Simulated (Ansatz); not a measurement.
Wavefunction ladder for `CC(C)(C)C`

Cartesian coordinates in Å:
```
C 0.606 0.729 -1.196
C 0.000 0.000 0.000
C -0.412 -1.409 -0.419
C -1.226 0.763 0.493
C 1.032 -0.084 1.121
H 1.488 0.202 -1.571
H -0.114 0.805 -2.016
H 0.912 1.743 -0.923
H -0.852 -1.955 0.421
H 0.450 -1.980 -0.776
H -1.152 -1.379 -1.224
H -1.681 0.262 1.352
H -1.984 0.838 -0.292
H -0.960 1.779 0.800
H 0.623 -0.603 1.993
H 1.345 0.914 1.442
H 1.923 -0.627 0.795
```

Charge 0, multiplicity 1. The geometry is a stationary point of PBE0-D4/def2-TZVP. Frozen core, restricted reference, Ansatz. CBS rows extrapolate triple and quadruple zeta; past MP2 they add the triple-zeta difference.

| basis | HF (Eh) | MP2 corr. | CCSD corr. | (T) | CCSD(T) total |
| --- | --- | --- | --- | --- | --- |
| def2-SVP | ? | ? | -0.80989 | -0.02384 | ? |
| def2-TZVPP | -196.40833 | -0.89821 | -0.95754 | -0.03684 | -197.40271 |
| def2-QZVPP | -196.41780 | -0.95296 | – | – | – |
| CBS(def2) | -196.41910 | ? | ? | as TZ | ? |

(1) Fill in the withheld values. (An estimate is asked.)

Results:

(1) Computed: def2-SVP HF (Eh): -196.19657; def2-SVP MP2 corr.: -0.73803; def2-SVP CCSD(T) total: -197.03030; CBS(def2) MP2 corr.: -0.99351; CBS(def2) CCSD corr.: -1.05283; CBS(def2) CCSD(T) total: -197.50877.
